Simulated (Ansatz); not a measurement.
# NH (triplet): wave-function methods side by side, def2-QZVPP

An exercise on one series of results from a longer session: the logs are not shown, and one member is left open.

Program: Ansatz 0.2.0, Gaussian basis. Level of theory: def2-QZVPP, core rule «outside noble gas», up to 1 orbitals frozen. These are calculated values, not measurements.

Plan: UHF; ROHF; CCSD(T) on UHF.

2 further runs of the same task are left out: 2 set aside as unsound or not needed.

## The geometry

The geometry is a PBE0/def2-TZVP stationary point (not a proven minimum) of the parent state, kept for this charge and spin.

2 atoms, charge 0, spin multiplicity 3.

Atoms are counted from 1 here; the program's logs count them from 0.

Bond lengths: N1–H2 1.039 Å.

As a file:

```
atom    x (Å)    y (Å)    z (Å)
  N1  0.00000  0.00000  0.00000
  H2  0.00000  0.00000  1.03853
```

Set-up of the first run:

The input, in.yaml:

```yaml
crystal:
  periodic: [false, false, false]
  atoms:
    - {symbol: N, position_ang: [0.000000, 0.000000, 0.000000]}
    - {symbol: H, position_ang: [0.000000, 0.000000, 1.038535]}
basis:
  gaussian: {orbitals: "def2-QZVPP.json"}
magnetization: {spin_polarized: true, initial_magnetization: 2}
hamiltonian: {xc: hf}
output: {orbitals: {seedname: orbitals}}
```

The run is started by

```sh
ansatz run in.yaml --threads 1 --pin off --events-out ev --progress --plain --max-ram 2393MiB
```

Among the steps run: UHF; ROHF; CCSD(T) on UHF.

One of the session's tables, all rows but one given; the rest of the session is left out.

It belongs to the step «Misses and costs». 

```
  method  from UCCSD(T) (kJ/mol)
    ROHF                  +464.7
     UHF                       ?
    UMP2                   +57.4
   UCCSD                   +11.8
UCCSD(T)                       0
```

Q: Estimate the row for UHF from the others.

**Answer.** from UCCSD(T) (kJ/mol): +444.0. In the column «from UCCSD(T) (kJ/mol)» it lies between UMP2 (+57.4) and ROHF (+464.7).
